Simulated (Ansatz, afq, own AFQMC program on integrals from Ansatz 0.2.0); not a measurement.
# Where AFQMC and coupled cluster stand for SiGeH3⁺, singlet

```xyz
5

Si   -0.0291    0.0911    1.6863
Ge    0.0129   -0.0156   -0.6336
H     0.2341   -1.4090    1.7523
H    -0.3266   -1.2336   -1.5256
H    -0.0229    1.2257   -1.5544
```

Connectivity, by distances: SiH–GeH2.

Basis cc-pVDZ. Only valence electrons are correlated. Ansatz 0.2.0 and our own AFQMC program on the same integrals; the CISD trial comes from CCSD amplitudes, and released means the phaseless constraint is let go. Error bars are statistical, one sigma. No spin–orbit coupling.

Determinant: RHF, the one that the program's search chose, which needn't be the lowest solution. The geometry is a PBE0/def2-TZVP stationary point of this or a neighbouring charge and spin state.

No full CI on the walks' own integrals is used here; CCSDTQ serves as the reference and is uncertain by about the last step of the cluster series.

Cautions: no relativity below Rb; no spin-orbit coupling; inner d shell frozen; restricted determinant unstable towards unrestricted (UHF 234 meV lower, ⟨S²⟩ 0.64); raised T1 diagnostic (T1 0.024, weight of the determinant 0.86, largest double 0.08); the released energies are still falling, so no released level is given (meV from the phaseless value at times in 1/Eh: -3 ± 3 at 0.24, -4 ± 3 at 0.51, -8 ± 4 at 0.99, -10 ± 3 at 1.62, -14 ± 3 at 2.40), though the last usable value meets CCSDTQ within the noise.

* T1 diagnostic: 0.0236
* weight of the determinant in the CISD state: 0.855
* size of the correlated space: 10 electrons in 41 orbitals

Reference: CCSDTQ, correlation energy -5.480 eV.

```tsv
level	E − E(reference) (meV)	share of correlation (%)
HF	5479.8	0.00
MP2	1372.6	74.95
CCSD	185.8	96.61
CCSD(T)	44.1	99.20
CCSDT	9.5	99.83
CCSDT(Q)	1.0	99.98
ph-AFQMC/CISD	14.2 ± 3.4	99.74
```

CCSDT and higher add their correlation energy to the determinant of the CCSD(T) run, since their own runs factorise the integrals more tightly (a shift of under 2 meV).
